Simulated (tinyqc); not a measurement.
Pariser-Parr-Pople SCF with singles CI, for the molecule Clc1ccc[nH]1 (SMILES; centres numbered as the heavy atoms are written), step by step. Computed by tinyqc, a small Python program that keeps every step. Settings: charge = 0, gamma = Ohno, start = huckel, damping = 0, iteration cap = 67, excitations kept = 6. Command: `OMP_NUM_THREADS=1 python tinyqc.py 28043 28044 out.jsonl` (the two numbers bound the seeds that draw the settings). One thread of a shared host (Intel(R) Xeon(R) Processor @ 2.60GHz), about 0.01 s of CPU time with the checks. Later iterations appear only in the table of the cycle.

## PPP integrals

Centres (angstrom, eV; a flat drawing with bonds scaled to 1.40 angstrom):
```
centre,x,y,core charge z,W,gamma_rr
1Cl,2.159000,0.000000,2,26.000000,13.000000
2C,0.759000,0.000000,1,11.160000,11.130000
3C,-0.064000,1.133000,1,11.160000,11.130000
4C,-1.395000,0.700000,1,11.160000,11.130000
5C,-1.395000,-0.700000,1,11.160000,11.130000
6N,-0.064000,-1.133000,2,25.600000,16.800000
```

Resonance integrals (eV):
```
i,j,beta
1,2,-1.770000
2,3,-2.660000
3,4,-2.660000
4,5,-2.660000
5,6,-2.500000
6,2,-2.500000
```

Ohno: gamma = 14.399645/sqrt(R^2 + a^2), a = 2 x 14.399645/(gamma_rr + gamma_ss); H_rr = -W_r - sum_(s != r) z_s gamma_rs; H_rs = beta for bonds.

repulsion gamma_rs (eV):
```
,1Cl,2C,3C,4C,5C,6N
1Cl,13.000000,7.827217,5.206246,3.775630,3.775630,5.381632
2C,7.827217,11.130000,7.552804,5.520570,5.520570,8.280262
3C,5.206246,7.552804,11.130000,7.554850,5.519866,5.783982
4C,3.775630,5.520570,7.554850,11.130000,7.553862,5.785526
5C,3.775630,5.520570,5.519866,7.553862,11.130000,8.282957
6N,5.381632,8.280262,5.783982,5.785526,8.282957,16.800000
```

core matrix H (eV):
```
,1Cl,2C,3C,4C,5C,6N
1Cl,-57.347985,-1.770000,0.000000,0.000000,0.000000,0.000000
2C,-1.770000,-61.968900,-2.660000,0.000000,0.000000,-2.500000
3C,0.000000,-2.660000,-53.767976,-2.660000,0.000000,0.000000
4C,0.000000,0.000000,-2.660000,-50.911592,-2.660000,0.000000
5C,0.000000,0.000000,0.000000,-2.660000,-53.871471,-2.500000
6N,0.000000,-2.500000,0.000000,0.000000,-2.500000,-64.495990
```

## Starting guess

pi electrons, sum of z_r less the charge = 8

Orbitals of the Hueckel matrix of the beta values.

P at the start:
```
,1Cl,2C,3C,4C,5C,6N
1Cl,1.866924,0.335604,-0.242929,0.079441,0.097793,-0.246828
2C,0.335604,1.153218,0.623740,-0.218114,-0.229242,0.612142
3C,-0.242929,0.623740,1.266056,0.610159,-0.276413,-0.180140
4C,0.079441,-0.218114,0.610159,1.207756,0.670097,-0.285708
5C,0.097793,-0.229242,-0.276413,0.670097,1.215647,0.604936
6N,-0.246828,0.612142,-0.180140,-0.285708,0.604936,1.290399
```

## Iteration 1: Fock matrix

F_rr = H_rr + P_rr gamma_rr / 2 + sum_(s != r) P_ss gamma_rs; F_rs = H_rs - P_rs gamma_rs / 2; E = tr P (H + F) / 2 + core repulsion sum_(r<s) z_r z_s gamma_rs.

F (eV):
```
,1Cl,2C,3C,4C,5C,6N
1Cl,-13.500771,-3.083422,0.632373,-0.149970,-0.184615,0.664169
2C,-3.083422,-7.312745,-5.015491,0.602056,0.632772,-5.034349
3C,0.632373,-5.015491,-4.994411,-4.964831,0.762882,0.520962
4C,-0.149970,0.602056,-4.964831,-4.561867,-5.190909,0.826485
5C,-0.184615,0.632772,0.762882,-5.190909,-6.891160,-5.005328
6N,0.664169,-5.034349,0.520962,0.826485,-5.005328,-9.681094
```

pi energy = -130.035150 eV

## Iteration 1: orbitals and new P

Diagonalise F (the basis is taken as orthonormal) and form P = 2 sum c c over the lowest orbitals.

orbital energies (eV): -16.564957  -14.151648  -10.567765  -10.168247  1.135395  3.375174

P after iteration 1:
```
,1Cl,2C,3C,4C,5C,6N
1Cl,1.937744,0.224524,-0.180670,0.028149,0.101185,-0.162950
2C,0.224524,1.189219,0.670505,-0.132318,-0.339897,0.575473
3C,-0.180670,0.670505,1.131775,0.641401,-0.161055,-0.251162
4C,0.028149,-0.132318,0.641401,1.076349,0.694263,-0.287181
5C,0.101185,-0.339897,-0.161055,0.694263,1.234374,0.557996
6N,-0.162950,0.575473,-0.251162,-0.287181,0.557996,1.430538
```

## Iteration 2: Fock matrix

As before.

F (eV):
```
,1Cl,2C,3C,4C,5C,6N
1Cl,-13.129008,-2.648700,0.470306,-0.053139,-0.191018,0.438469
2C,-2.648700,-7.033937,-5.192097,0.365236,0.938213,-4.882535
3C,0.470306,-5.192097,-5.179892,-5.082845,0.444502,0.726357
4C,-0.053139,0.365236,-5.082845,-4.889237,-5.282185,0.830747
5C,-0.191018,0.938213,0.444502,-5.282185,-6.893881,-4.810928
6N,0.438469,-4.882535,0.726357,0.830747,-4.810928,-9.206517
```

pi energy = -130.840362 eV

## Iteration 2: orbitals and new P

As before.

orbital energies (eV): -16.099750  -13.658754  -10.852329  -10.246458  1.469477  3.055342

P after iteration 2:
```
,1Cl,2C,3C,4C,5C,6N
1Cl,1.957201,0.185572,-0.151093,0.018976,0.088383,-0.135382
2C,0.185572,1.193737,0.679316,-0.121333,-0.352296,0.572472
3C,-0.151093,0.679316,1.109805,0.642962,-0.144071,-0.263604
4C,0.018976,-0.121333,0.642962,1.061798,0.697078,-0.285976
5C,0.088383,-0.352296,-0.144071,0.697078,1.234461,0.553562
6N,-0.135382,0.572472,-0.263604,-0.285976,0.553562,1.442998
```

## Iteration 3: Fock matrix

As before.

F (eV):
```
,1Cl,2C,3C,4C,5C,6N
1Cl,-13.069116,-2.496257,0.393314,-0.035824,-0.166851,0.364289
2C,-2.496257,-6.999118,-5.225372,0.334913,0.972437,-4.870109
3C,0.393314,-5.225372,-5.204121,-5.088739,0.397626,0.762340
4C,-0.035824,0.334913,-5.088739,-4.965052,-5.292814,0.827262
5C,-0.166851,0.972437,0.397626,-5.292814,-6.922980,-4.792565
6N,0.364289,-4.870109,0.762340,0.827262,-4.792565,-9.170279
```

pi energy = -130.886559 eV

## Iteration 3: orbitals and new P

As before.

orbital energies (eV): -16.056211  -13.568328  -10.896872  -10.278307  1.482279  2.986773

P after iteration 3:
```
,1Cl,2C,3C,4C,5C,6N
1Cl,1.963676,0.170866,-0.139545,0.016650,0.082227,-0.124988
2C,0.170866,1.194410,0.682197,-0.119814,-0.354034,0.572644
3C,-0.139545,0.682197,1.104245,0.642783,-0.141023,-0.266852
4C,0.016650,-0.119814,0.642783,1.060853,0.697636,-0.286004
5C,0.082227,-0.354034,-0.141023,0.697636,1.233406,0.553928
6N,-0.124988,0.572644,-0.266852,-0.286004,0.553928,1.443410
```

## Convergence

Stop when output and input P, before any damping, agree to 1e-7.

Course of the cycle:
```
iteration,E (eV),largest |P(out) - P(in)|
1,-130.03515046,1.40e-01
2,-130.84036189,3.90e-02
3,-130.88655899,1.47e-02
4,-130.89236606,5.71e-03
5,-130.89323302,2.24e-03
6,-130.89336888,8.90e-04
7,-130.89339111,3.56e-04
8,-130.89339497,1.44e-04
9,-130.89339570,5.91e-05
10,-130.89339585,3.07e-05
11,-130.89339588,1.61e-05
12,-130.89339589,8.46e-06
13,-130.89339589,4.47e-06
14,-130.89339589,2.38e-06
15,-130.89339589,1.28e-06
16,-130.89339589,6.87e-07
17,-130.89339589,3.69e-07
18,-130.89339589,1.98e-07
19,-130.89339589,1.06e-07
20,-130.89339589,5.67e-08
```

Converged in 20 iterations.

## Converged orbitals

Charges are z - P_rr.

orbital energies (eV): -16.054349  -13.528221  -10.921594  -10.303096  1.472904  2.960320

coefficients:
```
,MO1,MO2,MO3,MO4,MO5,MO6
1Cl,0.338497,0.841415,0.000314,0.401514,-0.111205,-0.062141
2C,0.514256,0.154443,0.000259,-0.556182,0.538087,0.335875
3C,0.312686,-0.042821,-0.579795,-0.338239,-0.246549,-0.623730
4C,0.272612,-0.239883,-0.560017,0.292787,-0.279059,0.625238
5C,0.384416,-0.379689,0.024095,0.568605,0.529948,-0.321441
6N,0.548721,-0.254221,0.591302,-0.077501,-0.527817,-0.006451
```

pi charges: 1Cl 0.032456, 2C -0.195302, 3C -0.100350, 4C -0.062408, 5C -0.231662, 6N 0.557265

## Singles CI, singlets

Over the 6 single excitations with the smallest orbital gaps: A = (e_a - e_i) delta + 2 (ia|jb) - (ij|ab), with (pq|rs) = sum c_mp c_mq gamma_mn c_nr c_ns. f = 2/3 w |mu|^2 in atomic units, mu = sqrt2 sum c_ia sum_m c_mi c_ma R_m.

singlet CI matrix (eV):
```
,4>5,3>5,4>6,3>6,2>5,2>6
4>5,6.374953,-0.052954,-0.133146,-0.841792,0.207873,-0.321917
3>5,-0.052954,7.208180,0.923429,0.013042,-0.043141,-0.320009
4>6,-0.133146,0.923429,7.745540,-0.004796,-0.404997,0.389868
3>6,-0.841792,0.013042,-0.004796,7.838462,0.290065,-0.096216
2>5,0.207873,-0.043141,-0.404997,0.290065,9.338751,-0.556170
2>6,-0.321917,-0.320009,0.389868,-0.096216,-0.556170,11.285878
```

singlet excitation energies (eV): 5.944679  6.456785  8.129014  8.390926  9.336057  11.534303

oscillator strengths: 0.174238  0.033988  0.774232  0.916304  0.131005  0.033153

## Singles CI, triplets

Over the 6 single excitations with the smallest orbital gaps: A = (e_a - e_i) delta - (ij|ab), with (pq|rs) = sum c_mp c_mq gamma_mn c_nr c_ns.

triplet CI matrix (eV):
```
,4>5,3>5,4>6,3>6,2>5,2>6
4>5,4.391055,0.151305,-0.170854,-0.318366,0.701265,-0.598183
3>5,0.151305,4.450745,-0.318366,0.007031,0.549172,0.112459
4>6,-0.170854,-0.318366,6.324924,-0.087627,-0.598183,0.814936
3>6,-0.318366,0.007031,-0.087627,6.002611,0.112459,-0.374500
2>5,0.701265,0.549172,-0.598183,0.112459,8.630493,-0.512695
2>6,-0.598183,0.112459,0.814936,-0.374500,-0.512695,10.987952
```

triplet excitation energies (eV): 4.141390  4.362199  6.043129  6.117077  8.744842  11.379145
